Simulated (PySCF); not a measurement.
Gas-phase reaction: 2 AlOH + NH3 + AlH ⇌ AlH3.NH3 + Al2O2

Energies from PySCF, thermal terms from the rigid-rotor harmonic-oscillator model, ideal gas at 1 bar. S°(298 K) at PBE0/def2-TZVP differs from the NASA 1993 table for AlOH (+24 J/mol/K), Al2O2 (-11 J/mol/K); whether the harmonic model or the table's entry is off was not settled. † marks an energy on the PBE0/def2-TZVP geometry and frequencies. CCSD(T) freezes the core. All species are closed-shell singlets. Adducts (AlH3.NH3) have no counterpoise correction, and HF, PBE, BLYP, B3LYP and PBE0 lack dispersion. AlH3.NH3: computed as isolated molecules; such fragments, hydroxides, amides, oligomers or adducts are transient or little studied in the gas. CCSD(T) isn't extrapolated to the basis-set limit; its ΔH°(298 K) is -253.1 kJ in def2-SVP and -254.3 kJ in def2-TZVPP. The harmonic model lacks anharmonicity and excited electronic states, which grow with temperature; levels with a mode under 35 cm⁻¹ are left out. Strong static correlation: Al2O2. Soft modes under 120 cm⁻¹ make the harmonic entropy rough for AlOH. Warning, large T1 diagnostic: Al2O2 (CCSD(T)/def2-TZVPP†).

```json
[
 {"level": "CCSD(T)/def2-TZVPP†", "ΔE electronic, kJ": "-254", "ΔH°(298 K), kJ": "-254", "ΔS°(298 K), J/K": "-322", "ΔG°(1000 K), kJ": "69"},
 {"level": "M06-2X/def2-TZVP†", "ΔE electronic, kJ": "-204", "ΔH°(298 K), kJ": "-204", "ΔS°(298 K), J/K": "-322", "ΔG°(1000 K), kJ": "119"},
 {"level": "PBE0/def2-SVP†", "ΔE electronic, kJ": "-242", "ΔH°(298 K), kJ": "-242", "ΔS°(298 K), J/K": "-322", "ΔG°(1000 K), kJ": "81"},
 {"level": "LDA/def2-TZVP†", "ΔE electronic, kJ": "-319", "ΔH°(298 K), kJ": "-320", "ΔS°(298 K), J/K": "-322", "ΔG°(1000 K), kJ": "4"},
 {"level": "ωB97X-V/def2-TZVP†", "ΔE electronic, kJ": "-211", "ΔH°(298 K), kJ": "-212", "ΔS°(298 K), J/K": "-322", "ΔG°(1000 K), kJ": "111"}
]
```
ΔH° is lowest at LDA/def2-TZVP† and highest at M06-2X/def2-TZVP†. No reference value is set beside these.
